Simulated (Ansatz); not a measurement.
System: chalcopyrite ZnGeP2. Method: PBE0 (Ansatz, an electronic-structure program, plane waves, PAW).

Numerical settings: plane-wave cutoff 460 eV, 6×6×6 k mesh, Fermi–Dirac smearing 0.01 eV, scalar-relativistic PAW data made under PBE.

Cell (measured lattice):

```
ZnGeP2
1.0
   -2.73000     2.73000     5.35500
    2.73000    -2.73000     5.35500
    2.73000     2.73000    -5.35500
Zn Ge P
2 2 4
Direct
  0.00000   0.00000   0.00000
  0.75000   0.25000   0.50000
  0.50000   0.50000   0.00000
  0.25000   0.75000   0.50000
  0.87500   0.87283   0.49783
  0.12717   0.62500   0.00217
  0.37500   0.37717   0.50217
  0.62283   0.12500   0.99783
```

Q: Give the computed band gap and smallest direct gap on the k points sampled.

A: 
- band gap: 2.50 eV (indirect)
- smallest direct gap on the k points sampled: 2.64 eV

Measured, for comparison: band gap 2.05 eV (temperature not stated, not corrected to a static lattice, pseudodirect, our sources range from 1.80 to 2.20; as tabulated in Rashkeev et al. (1999), arXiv:cond-mat/9809378).

Note: cell and atoms aren't relaxed at this level (pressure 0.2 GPa).

Spin–orbit coupling is not included.

Static lattice: no zero-point or thermal effects.

The result took around 30 core-minutes (rough).
